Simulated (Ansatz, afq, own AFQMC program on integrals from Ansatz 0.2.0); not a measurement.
# Atomization energy of C2H5, doublet

```yaml
atoms:
  - { symbol: C, position_ang: [0.0000, -0.0041, 0.7102] }
  - { symbol: C, position_ang: [0.0000, 0.0010, -0.7689] }
  - { symbol: H, position_ang: [0.0000, -1.0167, 1.1165] }
  - { symbol: H, position_ang: [0.8752, 0.5176, 1.1197] }
  - { symbol: H, position_ang: [-0.8752, 0.5176, 1.1197] }
  - { symbol: H, position_ang: [0.0000, -0.9170, -1.3407] }
  - { symbol: H, position_ang: [0.0000, 0.9353, -1.3164] }
```

Atoms in their ground-state spins without spin–orbit coupling (mostly on UHF) minus the molecule (UHF), without zero-point energy. The geometry is a stationary point, not shown to be a minimum.

Basis 6-31G. Noble-gas cores (and the filled d shells of Ga–Kr and In–Xe) are frozen. Ansatz 0.2.0 and our own AFQMC program on the same integrals; the CISD trial comes from CCSD amplitudes, and released means the phaseless constraint is let go. ± is one standard error of the sampling. The errors of all members are added in quadrature.

No full CI on the walks' own integrals is used here; CCSDT(Q) serves as the reference and is uncertain by about the last step of the cluster series. Each member takes its own surest rung, up to full CI.

Errors are counted within 6-31G, not against nature.

Cautions: other spins of the molecule weren't checked.

```
level  atomization energy (kcal/mol)
 CCSD                          528.3
   HF                          452.6
```

Problem. From these cheaper values, estimate the atomization energy at the reference level in 6-31G.

Solution. 530.2 kcal/mol (CCSDT(Q) in 6-31G).

```
         level  atomization energy (kcal/mol)  error against CCSDT(Q) (kcal/mol)
           MP2                          526.1                               -4.1
       CCSD(T)                          529.9                               -0.2
         CCSDT                          530.1                               -0.1
   ph-AFQMC/HF                    536.3 ± 1.3                          6.2 ± 1.3
 ph-AFQMC/CISD                    530.2 ± 0.2                          0.0 ± 0.2
released AFQMC                    530.0 ± 0.2                         -0.2 ± 0.2
```

Correlation beyond CCSD(T) adds 0.2 kcal/mol. The perturbative (T) step is worth +1.7 kcal/mol.

A walk keeps the symmetry of its determinant, which the program's search chose and which needn't be the lowest solution, so a lower state of the same spin and another symmetry isn't excluded. Released energies are given only where the last usable release times agree within the noise; a slower fall can still hide under it.
